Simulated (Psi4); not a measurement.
Process, species as SMILES: C(F)(F)(F)F + 4 [H][H] (H2) → C (CH4) + 4 F (HF)
B3LYP-D3(BJ)/def2-TZVP geometries, fixed; electronic energies without zero-point terms.

Effect of the grid (radial, spherical points) at wB97X-V/aug-cc-pVTZ with Psi4, against the last row, where the energy of full hydrogenation is -63.17 kcal/mol.

```json
[
 {"setting": "grid: 35, 110", "grid points, largest species": "19030", "largest shift of a total energy (mEh)": "-1.002", "shift of the energy of full hydrogenation (kcal/mol)": "0.616"},
 {"setting": "grid: 50, 194", "grid points, largest species": "47868", "largest shift of a total energy (mEh)": "-0.091", "shift of the energy of full hydrogenation (kcal/mol)": "0.059"},
 {"setting": "grid: 75, 302", "grid points, largest species": "110184", "largest shift of a total energy (mEh)": "-0.004", "shift of the energy of full hydrogenation (kcal/mol)": "0.003"},
 {"setting": "grid: 99, 590", "grid points, largest species": "284874", "largest shift of a total energy (mEh)": "-0.003", "shift of the energy of full hydrogenation (kcal/mol)": "0.002"},
 {"setting": "grid: 150, 974", "grid points, largest species": "706058", "largest shift of a total energy (mEh)": "0.000", "shift of the energy of full hydrogenation (kcal/mol)": "0.000"}
]
```

Within 0.3 kcal/mol in the energy of full hydrogenation: grid: 50, 194; grid: 75, 302; grid: 99, 590. The largest shift is 1.002 mEh in a total energy and 0.616 kcal/mol in the difference.
